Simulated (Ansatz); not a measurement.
Spin states of GeH, each at its own bond length

Ansatz 0.2.0, basis cc-pVTZ; geometries are PBE0/def2-TZVP minima. Wave-function levels freeze the cores with the filled d shells of p-block atoms; HF, MP2 and coupled cluster are restricted for singlets and unrestricted otherwise, restricted open-shell where a d shell is frozen, Kohn–Sham unrestricted where that lies lower. NEVPT2 and MRCISD+Q stand on CASSCF in the full valence space. The reference is full CI, exact within the basis. Semilocal and hybrid functionals correlate all electrons outside any core potential and usually lie nearer their basis limit than the reference, so part of their error here is the reference's basis and frozen-core error; RPA and the MP2 part of double hybrids freeze the same cores as the reference. None of these values is a measured one. Energies are electronic, without zero-point terms. No spin–orbit coupling and no scalar relativity. The species are chosen: bound, without strong static correlation by their natural occupations or amplitudes, and with a ladder that closes on the reference, so errors are smaller than for species at large; levels whose determinant breaks symmetry or spin markedly are left out.

A. quartet; Ge–H 1.572. Coordinates (Å): Ge 0.000 0.000 0.000; H 0.000 0.000 1.572
B. doublet; Ge–H 1.601. Coordinates (Å): Ge 0.000 0.000 0.000; H 0.000 0.000 1.601

Question: From bonding and spin, estimate the order of these in energy at full CI, each at its own geometry.

Answer: At full CI, above the lowest of those listed: B (0.0 kcal/mol), A (41.3 kcal/mol).

```
   level  A less B (kcal/mol)
 full CI                 41.3
      HF                 27.0
     MP2                 38.9
 CCSD(T)                 41.3
CCSDT(Q)                 41.3
  NEVPT2                 40.1
MRCISD+Q                 42.1
     PBE                 44.7
    PBE0                 42.6
```

Every level shown puts the same form lowest.

The geometries are PBE0's, not this basis's own minima.
